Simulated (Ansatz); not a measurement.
in.yaml

```yaml
crystal:
  periodic: [false, false, false]
  atoms:
    - {symbol: Si, position_ang: [0.000215, -0.000149, -0.104969]}
    - {symbol: H, position_ang: [3.396836, 0.035023, 0.981882]}
    - {symbol: H, position_ang: [-1.730539, 2.928043, 0.967269]}
    - {symbol: H, position_ang: [-1.672291, -2.958916, 0.975742]}
basis:
  gaussian: {orbitals: 6-31G}
magnetization: {spin_polarized: false, initial_magnetization: 1}
hamiltonian: {pseudopotentials: {relativity: none}}
correlation: {method: fci, electrons: valence}
```

```sh
$ ansatz run in.yaml --threads 1 --pin off --events-out ev --progress --plain --max-ram 2393MiB
```

Problem. Roughly how long does this take on 1 thread of Arm Neoverse V2, shared host, and how much host memory?

Solution. 11 s wall and 0.11 GiB.

```
369 factors; integrals over basis functions are off by at most 1.2e-7 eV
mean field evaluation 1: about -7888.0679 eV, gradient 1.6e1 eV
mean field evaluation 2: about -7888.0674 eV, gradient 1.6e1 eV
mean field evaluation 4: about -7892.1940 eV, gradient 2.4e0 eV
mean field evaluation 8: about -7892.3432 eV, gradient 1.3e-1 eV
mean field evaluation 16: about -7893.7204 eV, gradient 3.1e0 eV
mean field evaluation 32: about -7892.7096 eV, gradient 1.6e-1 eV
mean field evaluation 64: about -7893.1356 eV, gradient 4.5e0 eV
mean field evaluation 96: about -7892.7703 eV, gradient 1.2e1 eV
mean field evaluation 128: about -7891.6747 eV, gradient 2.8e-3 eV
mean field evaluation 160: about -7894.2041 eV, gradient 2.0e-4 eV
mean field evaluation 192: about -7894.0138 eV, gradient 4.6e0 eV
mean field evaluation 224: about -7891.7553 eV, gradient 6.4e0 eV
mean field evaluation 256: about -7892.3429 eV, gradient 2.0e-6 eV
mean field -7894.20414878 eV, -290.1066515840 hartree, gradient 1.3e-6 eV, S^2 0.750000; 17 other end points of the search recorded, 0 dependent functions left out
determinant -7894.20414878 eV, -290.1066515840 hartree, with singles and doubles -7900.42959023 eV, -290.3354323373 hartree
determinant -7892.71122086 eV, -290.0517874947 hartree, with singles and doubles -7899.93558743 eV, -290.3172780693 hartree
determinant -7892.34291823 eV, -290.0382526229 hartree, with singles and doubles -7900.41662307 eV, -290.3349558032 hartree
determinant -7891.67473125 eV, -290.0136972043 hartree, with singles and doubles -7897.99891787 eV, -290.2461067759 hartree
determinant -7894.20414878 eV, -290.1066515840 hartree, with singles and doubles -7901.13388430 eV, -290.3613146671 hartree
determinant -7892.71122086 eV, -290.0517874947 hartree, with no singles and doubles
determinant -7892.34291823 eV, -290.0382526229 hartree, with singles and doubles -7903.71925224 eV, -290.4563251865 hartree
mean field evaluation 288: about -7892.3454 eV, gradient 4.5e-2 eV
unrestricted determinant -7900.14611216 eV, -290.3250147105 hartree, S^2 2.6889
5 core orbitals not correlated: weight in the atoms' cores, before any rotation towards them, 1.000 or more for the frozen orbitals, at most 0.000 for the correlated occupied ones
reference -7894.20414878 eV, -290.1066515840 hartree; 4, 3 occupied and 10, 11 virtual orbitals, 369 factors
state -7900.92798274 eV, -290.3537479243 hartree
5 core orbitals not correlated: weight in the atoms' cores, before any rotation towards them, 1.000 or more for the frozen orbitals, at most 0.000 for the correlated occupied ones
state -7900.92813032 eV, -290.3537533480 hartree
Total energy: -7900.92813032 eV, -290.3537533480 hartree
```

Natural occupations: 1.9491 1.2382 1.2382 0.9998 0.6634 0.6634 0.2272 0.0064 0.0054 0.0054 0.0035 0.0001 0.0001 0.0001.
